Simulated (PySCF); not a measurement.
Stepwise substitution at one centre (B F-SH). Isolated molecules, 0 K electronic values unless said otherwise. One relaxed conformer stands for each flexible species; it need not be the lowest. Strings in code marks are SMILES.

All values below come from PySCF with B3LYP-D3(BJ)/def2-TZVP. All candidates: neutral, multiplicity 1. B3LYP has the VWN-RPA correlation part, as in Gaussian. Delta-SCF ions had no search for a lower state. Excitations are Tamm–Dancoff values on a coarser integration grid. The basis has no diffuse functions, so Rydberg states are missing or too high.

```json
{
  "S1 excitation (TDA)": "10.48 eV",
  "HOMO": "-11.90 eV",
  "vertical ionisation energy (Delta-SCF)": "15.21 eV"
}
```

Task: Identify which member has these values.
A) `FB(F)F`
B) `FB(S)S` (S–B–S–H torsion -180°, S–B–S–H torsion 180°)
C) `SB(S)S`
D) `FB(F)S` (F–B–S–H torsion 0°)

Result: A, `FB(F)F`. The others give `FB(F)S` (F–B–S–H torsion 0°): 6.65 eV, -8.18 eV, 11.06 eV; `SB(S)S`: 5.32 eV, -7.29 eV, 9.47 eV; `FB(S)S` (S–B–S–H torsion -180°, S–B–S–H torsion 180°): 5.86 eV, -7.43 eV, 9.77 eV
